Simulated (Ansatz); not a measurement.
H2MgO2, SMILES [OH][Mg][OH], a rigid scan of one bond length

Computed with Ansatz's Python interface.

Typed at the interpreter:
```pycon
>>> import ansatz
>>> from ase import Atoms
>>> import numpy as np
>>> BASIS_SET = "def2-SVP"
>>> XC = "cam_b3lyp"
>>> atoms = Atoms(["O", "Mg", "O", "H", "H"], positions=[
...     [-1.6641, -0.1492, -1.0468],
...     [0.0026, -0.1566, -0.0348],
...     [1.6924, -0.2016, 0.9769],
...     [-2.3302, 0.0872, -0.3772],
...     [2.3492, 0.3465, 0.4405],
... ])
>>> molecule = ansatz.Crystal.molecule_from_ase(atoms)
>>> symbols = [site.symbol for site in molecule.cartesian_sites]
>>> start = np.array([site.position_ang for site in molecule.cartesian_sites])
>>> axis = (start[2] - start[1]) / np.linalg.norm(start[2] - start[1])
>>> moving = [2, 4]
>>> lengths, energies = [1.67, 1.81, 1.97, 2.17, 2.46, 2.96, 3.55, 4.33], []
>>> for length in lengths:
...     xyz = start.copy()
...     xyz[moving] += (length - np.linalg.norm(start[2] - start[1])) * axis
...     point = ansatz.Crystal.molecule()
...     for symbol, place in zip(symbols, xyz):
...         point = point.atom(symbol, place.tolist())
...     calc = (
...         point.calculation()
...         .basis(gaussian=BASIS_SET)
...         .functional(XC)
...         .scf(lower_state_search="light")
...         .spin("collinear")  # two spin channels
...     )
...     data = calc.run(threads=1, pin="off").report
...     energies.append(data["free_energy_ev"])
...     print(f"r = {length:6.3f} A  E = {energies[-1]:.5f} eV  <S^2> = {abs(data['mean_field']['state']['spin_squared']):.3f}")
...
r =  1.670 A  E = -9566.00279 eV  <S^2> = 0.000
r =  1.810 A  E = -9566.31369 eV  <S^2> = 0.000
r =  1.970 A  E = -9566.15649 eV  <S^2> = 0.000
r =  2.170 A  E = -9565.60103 eV  <S^2> = 0.000
r =  2.460 A  E = -9564.58143 eV  <S^2> = 0.000
r =  2.960 A  E = -9562.99553 eV  <S^2> = 0.225
r =  3.550 A  E = -9562.14348 eV  <S^2> = 0.748
r =  4.330 A  E = -9561.81769 eV  <S^2> = 0.959
>>> print("energy above the lowest point (eV):", [round(e - min(energies), 3) for e in energies])
energy above the lowest point (eV): [0.311, 0.0, 0.157, 0.713, 1.732, 3.318, 4.17, 4.496]
```

What to keep in mind:
- These settings explore the input space; basis and method may be short of convergence.
- The rest of the molecule is held rigid at a force-field or estimated start geometry, and the basis set is modest; single-reference methods fail as a bond breaks.
- The expectation value of S² is noticeably off S(S+1) in at least one run, so that state is spin-contaminated.
- Run time: 30 s on 1 thread of Arm Neoverse V2 (shared host), peak memory 0.2 GiB.
